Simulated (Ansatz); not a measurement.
# Elastic constant C12 of some fcc solids

Method: LDA in Ansatz (plane waves, PAW). References are measured values corrected to a static lattice or taken at low temperature (these still hold zero-point motion).

Values in GPa.

```json
[
 {"solid": "fcc Al", "reference": "61.9", "LDA": "69.3", "error (%)": "+12.0"},
 {"solid": "fcc Pd", "reference": "176", "LDA": "205", "error (%)": "+16.5"},
 {"solid": "fcc Pt", "reference": "254", "LDA": "270", "error (%)": "+6.3"},
 {"solid": "fcc Ag", "reference": "97.3", "LDA": "124", "error (%)": "+27"},
 {"solid": "fcc Au", "reference": "170", "LDA": "184", "error (%)": "+8.2"},
 {"solid": "fcc Ni", "reference": "151", "LDA": "208", "error (%)": "+38"},
 {"solid": "fcc Cu", "reference": "125", "LDA": "166", "error (%)": "+33"}
]
```

Over these 7 solids the mean error is +20 %, the mean absolute error 20 % (median 16.5 %), and the worst case fcc Ni at +38 %; the value is above the reference in 7 of 7 cases.

All these references are low-temperature values that still hold zero-point motion.

Spin–orbit coupling is left out, also for the solids with elements from indium on (fcc Pt, fcc Au); its size isn't shown.

Differences are worked out from the printed values.

Each level is taken at its own relaxed cell. Ansatz's density-functional and Hartree–Fock values are scalar-relativistic unless marked +SOC, with PAW data made under PBE.

Ansatz's runs of these crystals have no spin polarisation, but for fcc Ni.

Density-functional runs with spin start from parallel moments for fcc Ni.

Not in this set, of the fcc solids with a reference value in our tables and a result at some level: 3 for a reference at room or unstated temperature (fcc Ir, fcc Pb, fcc Rh). These can be a level's worst cases. Values held back for tests aren't counted. Layered and molecular crystals are counted apart. The metals Ce to Yb are counted apart.

References as tabulated in Li et al. (2021), arXiv:2102.01972; Malica and Corso (2021), arXiv:2109.00459.

Ansatz is a program for electronic structure.
